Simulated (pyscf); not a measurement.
•H₂C–Cl (SMILES [CH2]Cl) + H₂ (SMILES [H][H]) → H₃C–Cl (SMILES CCl) + H• (SMILES [H]), a hydrogen abstraction (doublet surface; H–H broken, C–H formed). Single points on ωB97X-D3(BJ)/def2-SVP structures (PySCF, gas phase). Energies in kcal/mol from the separated reactants.

Small-basis levels: PySCF, no dispersion term, spherical d functions. AM1 to PM7: differences of heats of formation from MOPAC, which are fitted to 298 K values and so differ in kind from electronic energies by zero-point and thermal terms. Open shells are spin-unrestricted. 

```tsv
level	barrier	reaction energy
HF/6-31G*	___	-2.7
MP2/6-31G*	16.5	-6.9
SVWN5/6-31G*	-1.3	-2.3
BP86/6-31G*	8.1	+4.2
PBE/6-31G*	6.7	0.0
B3LYP/6-31G*	10.9	+3.0
PM3	18.1	+30.3
PM6	27.4	+44.6
PM7	___	+46.8
ωB97M-D3(BJ)/def2-TZVP	___	+1.9
```

**Question.** Complete the blanks.

**Answer.** 
- HF/6-31G*, barrier: 22.3
- PM7, barrier: 29.1
- ωB97M-D3(BJ)/def2-TZVP, barrier: 13.7

Against the last row the barrier runs from -14.9 (SVWN5/6-31G*) to +15.4 kcal/mol (PM7). At SVWN5/6-31G*, PM3, PM6, PM7 this geometry lies under one side, so the entry may be no barrier of that level: it is a single point on another level's saddle. ωB97M-D3(BJ)/def2-TZVP has limits of its own. One saddle was located; it need not be the lowest between these sides. The angle at the transferred H is 180°.
